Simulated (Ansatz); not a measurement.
Basis-set series for `N=C1OC1N`. Charge 0, multiplicity 1. All single points use the PBE0-D4/def2-TZVP geometry. It is one conformer, not always the lowest.

```csv
functional,basis,functions,energy (Eh),HOMO (eV),LUMO (eV)
PBE0-D4,def2-SVP,90,-262.80432,-7.51,0.81
PBE0-D4,def2-TZVPP,211,-263.10951,-7.75,0.36
ωB97M-V,def2-SVP,90,-262.99608,-9.79,2.83
ωB97M-V,def2-TZVPP,211,-263.31170,-10.05,2.03
```

**Question.** Give the rows for def2-QZVPP. (An estimate is asked.)

**Answer.** Ansatz gave: 
```csv
functional,basis,functions,energy (Eh),HOMO (eV),LUMO (eV)
PBE0-D4,def2-QZVPP,405,-263.12398,-7.81,0.12
ωB97M-V,def2-QZVPP,405,-263.32535,-10.11,1.42
```

Positive LUMOs are unbound and depend on the basis.
